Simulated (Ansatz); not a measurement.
Rock-salt SnTe (cubic form, which distorts at low temperature) was calculated with Hartree–Fock in Ansatz (PAW).

Settings: plane-wave cutoff 520 eV, 8×8×8 k mesh, scalar-relativistic PAW data made under PBE.

Computed at the level's own relaxed cell.

Hill averages of the elastic tensor: K = 35.3 GPa, G = 25.3 GPa. Volume 37.000 Å³/atom, mean atomic mass 123.155 u.

Work out the density, the sound velocities of a polycrystal and the elastic Debye temperature at this level.

ρ = 1.66054 × 123.155/37.000 = 5.527 g/cm³. v_l = √[(K + 4G/3)/ρ] = 3.534 km/s and v_t = √(G/ρ) = 2.140 km/s. The mean follows from 3/v_m³ = 1/v_l³ + 2/v_t³: v_m = 2.365 km/s. Θ_D = (ħ/k_B) v_m (6π²/V)^(1/3) = 76.38 K Å s/km × 2.365 × 1.1697 Å⁻¹ = 211 K, counting all atoms of the cell.

Note: symmetry holds this phase in the static calculation, where it need not be a minimum.

Ansatz is a first-principles code.
